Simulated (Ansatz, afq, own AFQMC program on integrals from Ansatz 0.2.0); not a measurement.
Where AFQMC and coupled cluster stand for AlSiH, triplet

```xyz
3

Si    0.0000    0.0000   -3.0870
Al    0.0000    0.0000    0.3619
H     0.0000    0.0000    2.7250
```

Connectivity, by distances: Si ··· Al ··· H.

Basis 6-31G. Only valence electrons are correlated. AFQMC by an in-house program on the Cholesky factors that Ansatz 0.2.0 writes for its CCSD(T) run. The CISD trial takes its coefficients from CCSD amplitudes. Released means that phaseless walkers are propagated on without the constraint, phases kept. Uncertainties: one standard error, sampling alone.

Determinant: UHF, the one that the program's search chose, which needn't be the lowest solution. The geometry is a point of a scan.

Full CI on the same integrals is exact in this basis and with this determinant's frozen core.

Cautions: lower spins were not checked; strong correlation (T1 0.070, weight of the determinant 0.79, largest double 0.12); unrestricted determinant spin contaminated (⟨S²⟩ 2.39 against 2.00); the released energies have errors that jump between times, so the bars are unsure, so no released level is given (meV from the phaseless value at times in 1/Eh: -3.1 ± 2.4 at 0.24, -3 ± 6 at 0.51, -11.8 ± 1.8 at 0.99, -16.9 ± 1.9 at 1.62, -22.3 ± 2.2 at 2.40).

- T1 diagnostic: 0.0702
- weight of the determinant in the CISD state: 0.793
- ⟨S²⟩ of the determinant: 2.387
- size of the correlated space: 8 electrons in 18 orbitals

Reference: full CI, correlation energy -2.326 eV. The cautions show a poor starting determinant, so the rows tell how each method copes with it here, and full CI is the sure value.

```csv
level,E − E(reference) (meV),share of correlation (%)
HF,2325.5,0.00
MP2,1093.5,52.98
CCSD,91.1,96.08
CCSD(T),44.3,98.09
CCSDT,6.9,99.70
CCSDT(Q),2.5,99.89
CCSDTQ,0.3,99.99
ph-AFQMC/HF,83.7 ± 24.2,96.40
ph-AFQMC/CISD,33.9 ± 2.7,98.54
```

CCSDT and higher add their correlation energy to the determinant of the CCSD(T) run, since their own runs factorise the integrals more tightly (a shift of under 2 meV). A walk keeps the symmetry of its determinant, which the program's search chose and which needn't be the lowest solution, so a lower state of the same spin and another symmetry isn't excluded.
